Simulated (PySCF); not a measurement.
PySCF single point, B3LYP/6-31G*, density fitting, vacuum, on phenol, C6H6O (SMILES Oc1ccccc1), charge 0, multiplicity 1.

```python
from pyscf import gto, scf, dft
mol = gto.M(atom='''
O     -2.267566     0.649174    -0.000196
C     -0.949970     0.306801    -0.000145
C     -0.532148    -1.018369    -0.000085
C      0.818672    -1.317634    -0.000072
C      1.758855    -0.302752    -0.000096
C      1.341128     1.018494    -0.000138
C     -0.004694     1.327932    -0.000171
H     -2.811909    -0.147396     0.000196
H     -1.267131    -1.813352    -0.000182
H      1.134457    -2.350530    -0.000097
H      2.811909    -0.539550    -0.000041
H      2.069960     1.815320     0.000063
H     -0.347119     2.350530    -0.000143
''', basis='6-31G*', charge=0, spin=0, verbose=3)
mf = dft.RKS(mol, xc='B3LYP')
mf = mf.density_fit()
mf.max_cycle = 100
e = mf.kernel()
print('converged', mf.converged)
print('E_total', e)
print('nao', mol.nao)
print('HOMO', mf.mo_energy[mf.mo_occ > 0].max())
mf.dip_moment()
```

It prints:

```
converged SCF energy = -307.457944856984
converged True
E_total -307.4579448569844
nao 110
HOMO -0.21874708346162297
Dipole moment(X, Y, Z, Debye): -0.36758, -1.30231,  0.00074
```

The total energy is -8366.36 eV.
